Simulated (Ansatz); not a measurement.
# CH4SSi: the cost of one run

Method: RKS B3LYP-D4/6-31G*, in Ansatz 0.2.0.

## 1. The starting structure

Bond lengths: Si1–C2 1.801 Å, C2–S3 1.651 Å, Si1–H4 1.436 Å, Si1–H5 1.531 Å, Si1–H6 1.531 Å, C2–H7 1.124 Å. Angles: Si1–C2–S3 118.1°, Si1–C2–H7 117.7°, S3–C2–H7 124.2°, C2–Si1–H4 113.7°, C2–Si1–H5 111.2°, C2–Si1–H6 113.9°, H4–Si1–H5 104.6°, H4–Si1–H6 109.2°, H5–Si1–H6 103.4°.

Coordinates:

```xyz
7

Si   -0.6209    0.2235   -0.2323
C     1.0196   -0.3375    0.2539
S     1.1364   -1.4175    1.4976
H    -1.4739   -0.8294   -0.7083
H    -0.5455    1.2141   -1.3971
H    -1.3543    1.0123    0.8562
H     1.8998    0.0664   -0.3157
```

## 2. End point A

The input, input.yaml:

```yaml
crystal:
  periodic: [false, false, false]
  atoms:
    - { symbol: Si, position_ang: [-0.6209, 0.2235, -0.2323] }
    - { symbol: C, position_ang: [1.0196, -0.3375, 0.2539] }
    - { symbol: S, position_ang: [1.1364, -1.4175, 1.4976] }
    - { symbol: H, position_ang: [-1.4739, -0.8294, -0.7083] }
    - { symbol: H, position_ang: [-0.5455, 1.2141, -1.3971] }
    - { symbol: H, position_ang: [-1.3543, 1.0123, 0.8562] }
    - { symbol: H, position_ang: [1.8998, 0.0664, -0.3157] }
basis:
  gaussian: { orbitals: "6-31G*" }
hamiltonian:
  xc: b3lyp
  dispersion: d4
relax:
  f_tol: 0.015
  max_steps: 40
```

Started as:

```console
$ ansatz run input.yaml --threads 1 --pin off --max-ram 2048MiB --backend cpu --events-out ev --progress --plain --runs-dir out
```

What time and memory should one allow on 1 thread of Arm Neoverse V2, shared host?

About 43 s, with a peak of 0.13 GiB.
